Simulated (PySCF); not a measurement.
Job file and geometry (Å, from PBE0-D3(BJ)/def2-TZVP) of an NMR shielding run on `C1C(F)CCC1`, C$_{5}$H$_{9}$F, GIAO B97-2/pcSseg-2 NMR shielding, non-relativistic, gas phase (PySCF); density fitting, a coarse starting grid and PySCF grid level 2 are the driver's defaults:

```
$ OMP_NUM_THREADS=1 python probes_run.py task.json out

{"job": {"kind": "nmr", "xc": "B97-2", "basis": "pcSseg-2", "pop": false}, "charge": 0, "multiplicity": 1}
F      1.949573    -0.629006    -0.734849
C      1.173179    -0.267516     0.370379
C      0.595424     1.127862     0.136712
C     -0.871681     0.917701    -0.288841
C     -0.990314    -0.580718    -0.570160
C     -0.024850    -1.192884     0.438466
H      1.833812    -0.331977     1.238107
H      0.674144     1.739185     1.037659
H      1.187982     1.618363    -0.637253
H     -1.152624     1.533058    -1.144595
H     -1.539696     1.189125     0.533520
H     -0.645749    -0.806433    -1.583152
H     -2.011213    -0.954553    -0.475965
H      0.252192    -2.229056     0.239131
H     -0.451046    -1.141806     1.446669
```

Question: What does the program print?

Answer: 
```
coarse grid: 12096 points
cycle   1  E = -295.7430195728  dE =  5.876e-01  |g| = 5.944e-01  |ddm| = 2.468e+00
cycle   2  E = -295.6855763950  dE =  5.744e-02  |g| = 8.551e-01  |ddm| = 1.073e+00
cycle   3  E = -295.8106362259  dE = -1.251e-01  |g| = 7.347e-02  |ddm| = 6.997e-01
cycle   4  E = -295.8113495556  dE = -7.133e-04  |g| = 3.817e-02  |ddm| = 6.242e-02
cycle   5  E = -295.8116491018  dE = -2.995e-04  |g| = 6.811e-03  |ddm| = 2.899e-02
cycle   6  E = -295.8116580675  dE = -8.966e-06  |g| = 1.387e-03  |ddm| = 5.549e-03
final grid: 115992 points
cycle   7  E = -295.8108608838  dE = -1.596e-04  |g| = 6.210e-03  |ddm| = 8.782e-02
cycle   8  E = -295.8108563661  dE =  4.518e-06  |g| = 7.961e-03  |ddm| = 1.076e-02
cycle   9  E = -295.8108678629  dE = -1.150e-05  |g| = 5.612e-04  |ddm| = 6.137e-03
cycle  10  E = -295.8108678716  dE = -8.692e-09  |g| = 4.608e-04  |ddm| = 5.428e-04
cycle  11  E = -295.8108679138  dE = -4.226e-08  |g| = 5.032e-05  |ddm| = 2.834e-04
cycle  12  E = -295.8108679142  dE = -3.929e-10  |g| = 1.536e-05  |ddm| = 4.273e-05
converged SCF energy = -295.8108679142

GIAO shielding tensors (ppm)
atom      isotropic    diamagn.    paramagn.     s11        s22        s33       span
  0 F      358.222     469.119    -110.897    287.602    362.423    424.641    137.039
  1 C       83.877     240.296    -156.419     49.514     73.451    128.666     79.152
  2 C      149.090     246.110     -97.020    126.171    147.760    173.339     47.168
  3 C      157.252     244.582     -87.331    131.287    166.545    173.923     42.636
  4 C      156.778     245.449     -88.671    131.846    166.095    172.391     40.545
  5 C      145.800     246.917    -101.117    128.755    149.127    159.519     30.764
  6 H       26.532      29.531      -2.998     23.395     26.214     29.988      6.593
  7 H       29.646      30.320      -0.674     24.800     28.105     36.032     11.232
  8 H       29.764      30.231      -0.466     25.469     28.183     35.641     10.172
  9 H       29.726      29.469       0.257     25.156     27.429     36.594     11.439
 10 H       30.225      30.936      -0.711     24.891     28.456     37.328     12.437
 11 H       29.834      31.303      -1.469     25.861     27.528     36.113     10.252
 12 H       29.968      29.461       0.508     25.350     27.448     37.107     11.756
 13 H       29.574      29.355       0.219     25.696     27.099     35.927     10.232
 14 H       30.341      31.600      -1.260     26.107     27.856     37.059     10.952
```

Question: Turn these shieldings into chemical shifts. Chemical shifts δ = σref − σ; CFCl3 for ¹⁹F (σ = 175.98 ppm); ¹³C (σ = 185.38 ppm) and ¹H (σ = 31.64 ppm) against TMS, all at this level.

Answer: Averaging equivalent atoms: F 0: -182.2; C 1: 101.5; C 2/5: 37.9; C 3/4: 28.4; H 6: 5.10; H 8/13: 1.97; H 9/11: 1.86; H 7/14: 1.64; H 10/12: 1.54 ppm. Unscaled 19F shifts against computed CFCl3 carry errors that often reach 10 to 50 ppm.

Size and cost of the density-fitted run: 342 basis functions, 49 s wall time on 1 thread of an Arm Neoverse V1, shared host; peak memory 1.4 GiB.
